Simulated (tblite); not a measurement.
Compound: C₅H₇N.
Numbering: `[CH2:1]=[N:2][C@H:3]1[CH:4]=[CH:5][CH2:6]1` (hydrogens: H7, H8 on C1; H9 on C3; H10 on C4; H11 on C5; H12, H13 on C6)

Computed with GFN2-xTB (tblite), gas phase: Langevin dynamics at 600 K from the optimised GFN2-xTB geometry, time step 0.5 fs, friction 0.01 fs⁻¹, 2000 steps.

Start geometry:
```
atom  x, y, z in Å
C1      2.251    0.141    0.579
N2      1.016    0.332    0.635
C3      0.161   -0.159   -0.389
C4     -0.955   -1.050    0.117
C5     -1.920   -0.209   -0.234
C6     -0.981    0.831   -0.774
H7      2.868    0.516    1.382
H8      2.762   -0.386   -0.238
H9      0.709   -0.575   -1.252
H10    -0.915   -2.011    0.595
H11    -2.993   -0.232   -0.176
H12    -0.947    1.760   -0.210
H13    -1.061    1.043   -1.839
```

The statistics below take the 31 frames saved every 25 fs from 250 to 1000 fs; their kinetic temperature (all 3N coordinates) averages 613 K.

Q: How do the bond lengths spread?

A: 
| bond | start (Å) | mean (Å) | standard deviation (Å) | shortest (Å) | longest (Å) |
| --- | --- | --- | --- | --- | --- |
| C1=N2 | 1.251 | 1.258 | 0.031 | 1.207 | 1.328 |
| N2–C3 | 1.422 | 1.430 | 0.040 | 1.362 | 1.506 |
| C3–C4 | 1.516 | 1.537 | 0.042 | 1.447 | 1.633 |
| C4=C5 | 1.327 | 1.334 | 0.026 | 1.291 | 1.399 |
| C5–C6 | 1.502 | 1.508 | 0.045 | 1.407 | 1.605 |
| C3–C6 | 1.559 | 1.576 | 0.045 | 1.482 | 1.683 |
| C1–H7 | 1.080 | 1.092 | 0.039 | 1.013 | 1.172 |
| C1–H8 | 1.098 | 1.109 | 0.033 | 1.041 | 1.197 |
| C3–H9 | 1.104 | 1.113 | 0.045 | 1.044 | 1.222 |
| C4–H10 | 1.074 | 1.079 | 0.031 | 1.007 | 1.150 |
| C5–H11 | 1.075 | 1.082 | 0.037 | 1.012 | 1.162 |
| C6–H12 | 1.088 | 1.102 | 0.037 | 1.030 | 1.186 |
| C6–H13 | 1.089 | 1.101 | 0.047 | 1.017 | 1.207 |

Q: How far does each atom move about its mean position (frames aligned on the start, all atoms weighted alike), and what rms force does it feel?

A: 
| atom | rms displacement (Å) | rms force (eV/Å) |
| --- | --- | --- |
| C1 | 0.13 | 2.71 |
| N2 | 0.20 | 2.52 |
| C3 | 0.14 | 2.49 |
| C4 | 0.13 | 2.29 |
| C5 | 0.12 | 2.56 |
| C6 | 0.10 | 2.86 |
| H7 | 0.26 | 1.34 |
| H8 | 0.33 | 1.01 |
| H9 | 0.22 | 1.26 |
| H10 | 0.24 | 1.21 |
| H11 | 0.25 | 1.28 |
| H12 | 0.23 | 1.25 |
| H13 | 0.23 | 1.50 |

The displacements run from 0.10 to 0.33 Å, the largest at H8.

Q: Follow the torsion C1–N2–C3–C4 through every second one of these frames.

A: 
```json
{"t (fs)": "250", "C1–N2–C3–C4 (°)": "102"}
{"t (fs)": "300", "C1–N2–C3–C4 (°)": "104"}
{"t (fs)": "350", "C1–N2–C3–C4 (°)": "126"}
{"t (fs)": "400", "C1–N2–C3–C4 (°)": "134"}
{"t (fs)": "450", "C1–N2–C3–C4 (°)": "136"}
{"t (fs)": "500", "C1–N2–C3–C4 (°)": "103"}
{"t (fs)": "550", "C1–N2–C3–C4 (°)": "93"}
{"t (fs)": "600", "C1–N2–C3–C4 (°)": "99"}
{"t (fs)": "650", "C1–N2–C3–C4 (°)": "102"}
{"t (fs)": "700", "C1–N2–C3–C4 (°)": "88"}
{"t (fs)": "750", "C1–N2–C3–C4 (°)": "100"}
{"t (fs)": "800", "C1–N2–C3–C4 (°)": "110"}
{"t (fs)": "850", "C1–N2–C3–C4 (°)": "106"}
{"t (fs)": "900", "C1–N2–C3–C4 (°)": "119"}
{"t (fs)": "950", "C1–N2–C3–C4 (°)": "135"}
{"t (fs)": "1000", "C1–N2–C3–C4 (°)": "125"}
```

Largest departure from the start value over all these frames: C1–N2–C3–C4 36° (start 124°).

Q: How widely does the potential energy scatter, against a harmonic estimate?

A: Mean 0.87 eV above the start, standard deviation 0.188 eV, range 0.48 to 1.31 eV. For 33 classical harmonic modes at 600 K the canonical values are 33kT/2 = 0.85 eV and kT·√(33/2) = 0.210 eV.

The run is classical and short, so these are rough statistics of one trajectory.

What follows is the cost of the whole dynamics run. On one thread of an Arm Neoverse N1, shared host with 64 logical CPUs at a one-minute load of 58, this took 12 s and 0.18 GiB of memory at its peak.
